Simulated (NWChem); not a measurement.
Program: NWChem. System: H₂O₂, charge 1, spin multiplicity 2, at the geometry of a parent with another charge or spin, in a state set for the comparison that need not be this species' ground state. Its SCF solution wasn't tested for a lower state. Level: UMP2/def2-TZVP, 2 core orbitals frozen.

NWChem printed:

```
             Northwest Computational Chemistry Package (NWChem) 7.3.0
             --------------------------------------------------------

                                NWChem Input Module
                                -------------------

 Scaling coordinates for geometry "geometry" by  1.889725989
 (inverse scale =  0.529177249)

 Turning off AUTOSYM since
 SYMMETRY directive was detected!

                             Geometry "geometry" -> ""
                             -------------------------

 Output coordinates in angstroms (scale by  1.889725989 to convert to a.u.)

  No.       Tag          Charge          X              Y              Z
 ---- ---------------- ---------- -------------- -------------- --------------
    1 O                    8.0000    -0.29424000     0.64533100    -0.05470600
    2 O                    8.0000     0.29424000    -0.64533100    -0.05470600
    3 H                    1.0000     0.36729300     1.15027600     0.43764800
    4 H                    1.0000    -0.36729300    -1.15027600     0.43764800

 Effective nuclear repulsion energy (a.u.)      37.3948476217

            Nuclear Dipole moment (a.u.)
            ----------------------------
        X                 Y               Z
 ---------------- ---------------- ----------------
     0.0000000000     0.0000000000     0.0000000000

      Symmetry information
      --------------------

 Group name             C2
 Group number              4
 Group order               2
 No. of unique centers     2

      Symmetry unique atoms

     1    3


 Summary of "ao basis" -> "" (spherical)
 ------------------------------------------------------------------------------
       Tag                 Description            Shells   Functions and Types
 ---------------- ------------------------------  ------  ---------------------
 *                         def2-tzvp                  on all atoms

 Summary of "ao basis" -> "ao basis" (spherical)
 ------------------------------------------------------------------------------
       Tag                 Description            Shells   Functions and Types
 ---------------- ------------------------------  ------  ---------------------
 O                         def2-tzvp                11       31   5s3p2d1f
 H                         def2-tzvp                 4        6   3s1p

                                 NWChem SCF Module
                                 -----------------

  ao basis        = "ao basis"
  functions       =    74
  atoms           =     4
  alpha electrons =     9
  beta  electrons =     8
  charge          =   1.00
  wavefunction    = UHF
  use symmetry    = T
  symmetry adapt  = T

 Summary of "ao basis" -> "ao basis" (spherical)
 ------------------------------------------------------------------------------
       Tag                 Description            Shells   Functions and Types
 ---------------- ------------------------------  ------  ---------------------
 O                         def2-tzvp                11       31   5s3p2d1f
 H                         def2-tzvp                 4        6   3s1p

      Symmetry analysis of basis
      --------------------------

        a          37
        b          37

 Forming initial guess at       0.1s

   Symmetry analysis of molecular orbitals - initial alpha
   -------------------------------------------------------

  Numbering of irreducible representations:

     1 a           2 b

  Orbital symmetries:

     1 a           2 b           3 a           4 b           5 a
     6 b           7 a           8 a           9 b          10 b
    11 a          12 b          13 a          14 b          15 a
    16 b          17 a          18 b          19 a

   Symmetry analysis of molecular orbitals - initial beta
   ------------------------------------------------------

  Numbering of irreducible representations:

     1 a           2 b

  Orbital symmetries:

     1 a           2 b           3 a           4 b           5 a
     6 b           7 a           8 a           9 b          10 b
    11 a          12 b          13 a          14 b          15 b
    16 a          17 a          18 b          19 a

 Starting SCF solution at       0.2s
[...]
     5     -0.670954  1 O  s                 36     -0.670954  2 O  s
    13     -0.185657  1 O  py                44      0.185657  2 O  py
    12     -0.175745  1 O  px                43      0.175745  2 O  px

 center of mass
 --------------
 x =   0.00000000 y =   0.00000000 z =  -0.04822971

 moments of inertia (a.u.)
 ------------------
          58.739939312058          18.650628297853           0.000000000000
          18.650628297853          12.502881906606           0.000000000000
           0.000000000000           0.000000000000          67.959897845836

  Mulliken analysis of the total density
  --------------------------------------

    Atom       Charge   Shell Charges
 -----------   ------   -------------------------------------------------------
    1 O    8     7.97   0.79  1.18  0.62  1.00  0.25  1.72  1.86  0.49  0.00  0.05  0.00
    2 O    8     7.97   0.79  1.18  0.62  1.00  0.25  1.72  1.86  0.49  0.00  0.05  0.00
    3 H    1     0.53   0.22  0.26  0.00  0.04
    4 H    1     0.53   0.22  0.26  0.00  0.04

  Mulliken analysis of the alpha density
  --------------------------------------

    Atom       Charge   Shell Charges
 -----------   ------   -------------------------------------------------------
    1 O    8     4.24   0.40  0.59  0.32  0.51  0.12  1.01  1.04  0.23  0.00  0.02  0.00
    2 O    8     4.24   0.40  0.59  0.32  0.51  0.12  1.01  1.04  0.23  0.00  0.02  0.00
    3 H    1     0.26   0.11  0.13  0.00  0.02
    4 H    1     0.26   0.11  0.13  0.00  0.02

   Mulliken analysis of the beta density
   -------------------------------------

    Atom       Charge   Shell Charges
 -----------   ------   -------------------------------------------------------
    1 O    8     3.73   0.40  0.59  0.30  0.50  0.13  0.71  0.82  0.26  0.00  0.02  0.00
    2 O    8     3.73   0.40  0.59  0.30  0.50  0.13  0.71  0.82  0.26  0.00  0.02  0.00
    3 H    1     0.27   0.11  0.13  0.00  0.02
    4 H    1     0.27   0.11  0.13  0.00  0.02

   Mulliken analysis of the spin density
   -------------------------------------

    Atom       Charge   Shell Charges
 -----------   ------   -------------------------------------------------------
    1 O    8     0.51   0.00 -0.00  0.02  0.01 -0.01  0.29  0.22 -0.03 -0.00 -0.00 -0.00
    2 O    8     0.51   0.00 -0.00  0.02  0.01 -0.01  0.29  0.22 -0.03 -0.00 -0.00 -0.00
    3 H    1    -0.01  -0.00 -0.01  0.00  0.00
    4 H    1    -0.01  -0.00 -0.01  0.00  0.00

       Multipole analysis of the density wrt the origin
       ------------------------------------------------

     L   x y z        total         alpha         beta         nuclear
     -   - - -        -----         -----         ----         -------
     0   0 0 0      1.000000     -9.000000     -8.000000     18.000000

     1   1 0 0      0.000000      0.000000      0.000000      0.000000
     1   0 1 0      0.000000      0.000000     -0.000000      0.000000
     1   0 0 1      0.724263      0.470372      0.253891      0.000000

     2   2 0 0     -7.241972     -6.755865     -6.396372      5.910265
     2   1 1 0      1.684150      5.116462      4.399527     -7.831838
     2   1 0 1      0.000000      0.000000      0.000000      0.000000
     2   0 2 0     -2.365286    -18.737780    -16.872341     33.244835
     2   0 1 1      0.000000     -0.000000      0.000000      0.000000
     2   0 0 2     -6.721378     -4.438478     -3.821870      1.538970

                   NWChem MP2 Semi-direct Energy/Gradient Module
                   ---------------------------------------------

  Basis functions       =     74
  Molecular orbitals    =     74
  Frozen core           =      2
  Frozen virtuals       =      0
  Active alpha occupied =      7
  Active beta occupied  =      6
  Active alpha virtual  =     65
  Active beta virtual   =     66
  Use MO symmetry       = T
  Use skeleton AO sym   = T

  AO/Fock/Back tols     =   1.0D-09  1.0D-09  1.0D-09

 GA uses MA = F    GA memory limited = T

 Available:
  local mem=  1.15D+08
 global mem=  1.31D+08
 local disk=  0.00D+00
  mp2_memr nvloc                    65
  nvloc new                    65
   1 passes of   7:        5242880                      33911                   4297726.
   1 passes of   7: M    114684258           G      131061048           F     109441378.

 Semi-direct pass number   1 of   1  for UHF alpha       at        2.6s
  vrange nnbf                  2772
  mp2_eaftype                    16  avail_ma_in_mb                   999
 EAF : mp2_eaftype filesize          16    2148863.
  mp2_eaf for mointskh                     16
Node 0 wrote     10.1 Mb in      0.0 s     Agg I/O rate:  1148.4 Mb/s
 Done moints_semi at        4.5s
  mp2_eaftype                    16  avail_ma_in_mb                   983
 EAF : mp2_eaftype filesize          16    2148863.
  mp2_eaf for kh                    16
 Done maket at        4.6s
 Done multipass loop at        4.6s

 GA uses MA = F    GA memory limited = T

 Available:
  local mem=  1.15D+08
 global mem=  1.31D+08
 local disk=  0.00D+00
  mp2_memr nvloc                    66
  nvloc new                    66
   1 passes of   6:        5242880                      30963                   3741663.
   1 passes of   6: M    114684258           G      131061048           F     109441378.

 Semi-direct pass number   1 of   1  for UHF beta        at        4.6s
  vrange nnbf                  2772
  mp2_eaftype                    14  avail_ma_in_mb                   999
 EAF : mp2_eaftype filesize          14    1870831.
  mp2_eaf for mointskh                     14
Node 0 wrote      8.8 Mb in      0.0 s     Agg I/O rate:   938.8 Mb/s
 Done moints_semi at        6.5s
  mp2_eaftype                    14  avail_ma_in_mb                   985
 EAF : mp2_eaftype filesize          14    1870831.
  mp2_eaf for kh                    14
 Done maket at        6.7s
 Done multipass loop at        6.7s

          -------------------------------------------
          SCF energy                -150.437212169794
          Correlation energy          -0.478716174999
          Singlet pairs                0.000000000000
          Triplet pairs                0.000000000000
          Total MP2 energy          -150.915928344793
          -------------------------------------------

          ---------------------------------------------------
                    Spin Component Scaled (SCS) MP2
          Same spin pairs                     -0.124475016426
          Same spin scaling factor             0.333333333333
          Opposite spin pairs                 -0.354241158573
          Opposite spin scaling fact.          1.200000000000
          SCS-MP2 correlation energy          -0.466581062430
          Total SCS-MP2 energy              -150.903793232224
          ---------------------------------------------------

 -----------------------
 Performance information
 -----------------------

 Timer overhead =  2.36D-07 seconds/call

               Nr. of calls         CPU time (s)                 Wall time (s)                GFlops
             ---------------    -------------------     ------------------------------   -------------------
Name         Min   Avg   Max    Min     Avg     Max     Min     Avg     Max   Mx/calls   Min     Max     Sum
mp2: moin     2     2     2    3.7     3.7     3.7      3.7     3.7     3.7     1.9      0.0     0.0     0.0
mp2: make     2     2     2   0.26    0.26    0.26     0.26    0.26    0.26    0.13      0.0     0.0     0.0
mp2: tota     1     1     1    4.1     4.1     4.1      4.1     4.1     4.1     4.1      0.0     0.0     0.0

 The average no. of pstat calls per process was 5.00D+00
 with a timing overhead of 1.18D-06s

 Task  times  cpu:        6.6s     wall:        6.6s

 Total times  cpu:        6.7s     wall:        6.7s
```

**Question.** Write an NWChem input that would produce this output.

**Answer.** This is not unique; one that fits is 
```
start mol
memory heap 200 mb stack 800 mb global 1000 mb
charge 1
geometry units angstroms nocenter noautoz
  O     -0.294240     0.645331    -0.054706
  O      0.294240    -0.645331    -0.054706
  H      0.367293     1.150276     0.437648
  H     -0.367293    -1.150276     0.437648
  symmetry group C2
end
basis spherical
  * library def2-tzvp
end
scf
  uhf
  nopen 1
  maxiter 100
  thresh 1e-7
  semidirect memsize 60000000 filesize 0
  # guess.movecs holds the orbitals of an unrestricted PBE0 run
  vectors input guess.movecs output mol.movecs
end
mp2
  freeze core 2
end
task mp2 energy
```
